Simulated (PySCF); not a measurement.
Isomers of C4H5F, mass 72.038 u with the commonest isotopes. Computed with PBE0-D3(BJ)/def2-SVP geometry optimisation, gas phase (PySCF). One conformer each, none proved a minimum here; rigid rotors.

**Question.** Order these by rotational constant C, smallest first.
A. `[CH2:1]=[CH:2][C:3](=[CH2:4])[F:5]` with C1–C2–C3–C4 180°
B. `[CH:1]#[C:2][CH2:3][CH2:4][F:5]` with C2–C3–C4–F5 -179°
C. `C1(F)CCC=1`

**Answer.** B (2134 MHz), A (3003 MHz), C (3453 MHz).

**Question.** Order these by radius of gyration √(Σ m r²/M), largest first.
A. `C1CC=C1F`
B. `[CH:1]#[C:2][CH2:3][CH2:4][F:5]` with C2–C3–C4–F5 -179°
C. `[CH2:1]=[CH:2][C:3](=[CH2:4])[F:5]` with C1–C2–C3–C4 180°

**Answer.** B (1.825 Å), C (1.528 Å), A (1.441 Å).

**Question.** Order these by rotational constant A, largest first.
A. `[CH2:1]=[CH:2][C:3](=[CH2:4])[F:5]` with C1–C2–C3–C4 180°
B. `[CH:1]#[C:2][CH2:3][CH2:4][F:5]` with C2–C3–C4–F5 -179°
C. `FC1=CCC1`

**Answer.** B (27121 MHz), C (12327 MHz), A (10067 MHz).

| SMILES | point group | Ia (u·Å²) | Ib (u·Å²) | Ic (u·Å²) | κ | μa (D) | μb (D) | μc (D) |
| --- | --- | --- | --- | --- | --- | --- | --- | --- |
| FC1=CCC1 | Cs | 41.00 | 111.85 | 146.36 | -0.76 | 1.30 | 0.26 | 0.01 |
| C=CC(=C)F | Cs | 50.20 | 118.07 | 168.27 | -0.64 | 0.38 | 1.23 | 0.00 |
| C#CCCF | Cs | 18.63 | 224.61 | 236.86 | -0.99 | 1.06 | 0.35 | 0.03 |
